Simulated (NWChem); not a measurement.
**What each level costs for diphosphorus (P2)**

```xyz
2

P      0.0000     0.0000     0.9455
P      0.0000     0.0000    -0.9455
```
Charge 0, spin multiplicity 1.

All runs are NWChem calculations. All single points use one geometry, from PBE0/def2-SVP, a minimum by its harmonic frequencies.

Basis set: def2-QZVP (140 functions). Each entry is one whole single-point run; the coupled-cluster runs use the TCE module, and the SCF and DFT modules converge to different thresholds.

The correlated methods keep 10 core orbitals frozen. B3LYP has NWChem's definition, with VWN1-RPA local correlation. GW and range-separated runs recompute their integrals, the others keep them in memory, which bears on the times.

Roughly how much processor time does each of these take, relative to RHF: MP2, B2PLYP, PBE, B3LYP, LC-wPBE (omega 0.3 per bohr), CR-CCSD(T)?

PBE about the same, within a factor of 3; B3LYP about the same, within a factor of 3; MP2 about the same, within a factor of 3; B2PLYP about 4; LC-wPBE (omega 0.3 per bohr) about 20; CR-CCSD(T) about 20 (rough ratios from shared machines).
